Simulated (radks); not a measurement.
# N²⁻ held by a Watson sphere

One table from this session's results is given with a row withheld; the runs are named, their logs left out.

Program: radks (a radial shooting solver on a logarithmic mesh, Libxc functionals) version 1. Level of theory: non-relativistic Kohn-Sham, r2SCAN, spin-polarised, spherical densities, point nucleus; open shells are filled with parallel spins first. These are calculated values, not measurements, unless marked.

### The system

```
element       : nitrogen (Z = 7)
charge        : -2
electrons     : 9
configuration : [He] 2s2 2p5
```

Outer shells as boxes (Hund's rule):

N²⁻
```
[He] core
2s [↑↓]
2p [↑↓][↑↓][↑ ]
```

The first run:

The run's settings:

```text
Z 7
configuration [He] 2s2 2p5
relativity non-relativistic
functional r2scan,r2scan
spin polarised
nucleus point
watson charge 2 radius 1.99 bohr
```

Steps of the session up to this table: R = 1.99 bohr; R = 2.46 bohr; R = 3.2 bohr; R = 3.43 bohr; R = 3.57 bohr; R = 3.74 bohr; R = 3.76 bohr; R = 3.81 bohr.

One of the session's tables, all rows but one given; the rest of the session is left out.

| R (bohr) | highest level (eV) | its <r> (bohr) | sum of <r²> (bohr²) |
| --- | --- | --- | --- |
| 1.99 | -6.620 | 1.727 | 23.15 |
| 2.46 | -5.348 | 1.890 | 26.90 |
| 3.2 | -3.792 | 2.172 | 33.08 |
| 3.43 | -3.413 | 2.277 | 35.17 |
| 3.57 | -3.204 | 2.347 | 36.51 |
| 3.74 | ? | ? | ? |
| 3.76 | -2.946 | 2.454 | 38.44 |
| 3.81 | -2.883 | 2.484 | 38.97 |

Estimate the missing values for R (bohr) = 3.74.

Worked estimate for «highest level (eV)». A straight line through the neighbours (3.57, -3.204) and (3.76, -2.946) gives -3.204 + (-2.946 + 3.204) × (3.74 − 3.57) / (3.76 − 3.57) = -2.973; a parabola fitted to 4 rows on both sides gives -2.972.

**Answer.** highest level (eV): -2.972; its <r> (bohr): 2.442; sum of <r²> (bohr²): 38.23. In «highest level (eV)» the line misses by -0.001 and the parabola by 0.000.

In words: From R = 1.99 to 3.81 bohr the top level moves from -6.620 to -2.883 eV and its mean radius from 1.73 to 2.48 bohr. A wider sphere makes a shallower well, so the ion swells.
